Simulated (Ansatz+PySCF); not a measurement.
Values are calculated unless marked as measured or tabulated.
A run of Ansatz (development build ahead of 0.2.0) on doublet C3H7 at this shape:

```json
{"atom": "C", "x (Å)": "0.0177", "y (Å)": "0.5456", "z (Å)": "0.0000"}
{"atom": "C", "x (Å)": "0.0177", "y (Å)": "-0.1980", "z (Å)": "1.2916"}
{"atom": "C", "x (Å)": "0.0177", "y (Å)": "-0.1980", "z (Å)": "-1.2916"}
{"atom": "H", "x (Å)": "-0.3194", "y (Å)": "1.5771", "z (Å)": "0.0000"}
{"atom": "H", "x (Å)": "0.2249", "y (Å)": "0.4609", "z (Å)": "2.1385"}
{"atom": "H", "x (Å)": "0.2249", "y (Å)": "0.4609", "z (Å)": "-2.1385"}
{"atom": "H", "x (Å)": "-0.9692", "y (Å)": "-0.6917", "z (Å)": "1.4881"}
{"atom": "H", "x (Å)": "0.7707", "y (Å)": "-0.9936", "z (Å)": "1.2862"}
{"atom": "H", "x (Å)": "0.7707", "y (Å)": "-0.9936", "z (Å)": "-1.2862"}
{"atom": "H", "x (Å)": "-0.9692", "y (Å)": "-0.6917", "z (Å)": "-1.4881"}
```

Its results:

* Converged: yes
* Reference energy: -117.67852 hartree
* Correlation energy: -0.50476 hartree
* Total energy: -118.18328 hartree
* Spin squared of the determinant: 0.764
* Stability test: minimum
* Occupied orbitals by symmetry in an Abelian subgroup (alpha; beta): 8 A' 5 A''; 7 A' 5 A''

Forces (eV/Å):
```csv
atom,Fx,Fy,Fz
C1,-0.155,0.060,0.000
C2,-0.411,-0.239,0.136
C3,-0.411,-0.239,-0.136
H4,0.072,-0.169,0.000
H5,-0.059,-0.113,-0.117
H6,-0.059,-0.113,0.117
H7,0.643,0.320,-0.138
H8,-0.131,0.086,0.003
H9,-0.131,0.086,-0.003
H10,0.643,0.320,0.138
```

(1) Which input gives this output? Name the method, the orbitals and the basis set, and write the input.

Results:

(1) UHF-MP2 in cc-pVTZ.

```yaml
crystal:
  periodic: [false, false, false]
  atoms:
    - { symbol: C, position_ang: [0.01774, 0.54561, 0.0] }
    - { symbol: C, position_ang: [0.01774, -0.19798, 1.29157] }
    - { symbol: C, position_ang: [0.01774, -0.19798, -1.29157] }
    - { symbol: H, position_ang: [-0.31937, 1.57709, 0.0] }
    - { symbol: H, position_ang: [0.22494, 0.46094, 2.13848] }
    - { symbol: H, position_ang: [0.22494, 0.46094, -2.13848] }
    - { symbol: H, position_ang: [-0.96924, -0.69168, 1.48814] }
    - { symbol: H, position_ang: [0.7707, -0.99355, 1.28624] }
    - { symbol: H, position_ang: [0.7707, -0.99355, -1.28624] }
    - { symbol: H, position_ang: [-0.96924, -0.69168, -1.48814] }
basis:
  gaussian: { orbitals: cc-pVTZ }
magnetization:
  spin_polarized: true
  initial_magnetization: 1
hamiltonian:
  xc: hf
correlation:
  method: mp2
  frozen_orbitals: { C: 1, H: 0 }
output:
  forces: true
```
